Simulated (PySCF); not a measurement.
Computed with core-valence-separated Tamm–Dancoff BHandHLYP/aug-pcX-1 (pcseg-1 on H) in PySCF, non-relativistic, gas phase, PBE0-D3(BJ)/def2-SVP geometry. No empirical shift is added; at this level the pattern usually sits a few eV under experiment.

Main lines of an unknown, eV (oscillator strength): C K: 282.8 (0.058), 282.8 (0.065), 283.6 (0.067), 283.7 (0.048), 283.7 (0.099). Listed: the first five lines at most of each edge with a tenth or more of its strongest line's intensity; roots within 0.03 eV on the same or equivalent atoms are summed. Only the lowest roots were sought, and the top ones are left out.

**Question.** Which candidate gives them?
A. `C1=CC2C=CC12`
B. `C#C[C@H]1C=CC1`
C. `C#CC#CCC`
D. `C=C1C=CC=C1`

**Answer.** B. 

- `C#C[C@H]1C=CC1`: C K: 282.8 (0.058), 282.8 (0.065), 283.6 (0.067), 283.7 (0.048), 283.7 (0.099). First C line listed at 282.8 eV, hole on the alkene CH carbon (1s→π*).
- `C#CC#CCC`: C K: 283.2 (0.058), 283.2 (0.059), 283.4 (0.121), 283.7 (0.081), 283.7 (0.066). First C line listed at 283.2 eV, hole on the terminal alkyne carbon (1s→π*).
- `C1=CC2C=CC12`: C K: 282.7 (0.235), 286.0 (0.046), 286.2 (0.033), 286.5 (0.046), 286.7 (0.041). First C line listed at 282.7 eV, hole on the alkene CH carbon.
- `C=C1C=CC=C1`: C K: 281.7 (0.059), 282.1 (0.079), 282.3 (0.085), 282.4 (0.053), 285.9 (0.031). First C line listed at 281.7 eV, hole on the terminal =CH2 carbon (1s→π*).

One conformer each; other structures than these candidates weren't tested.
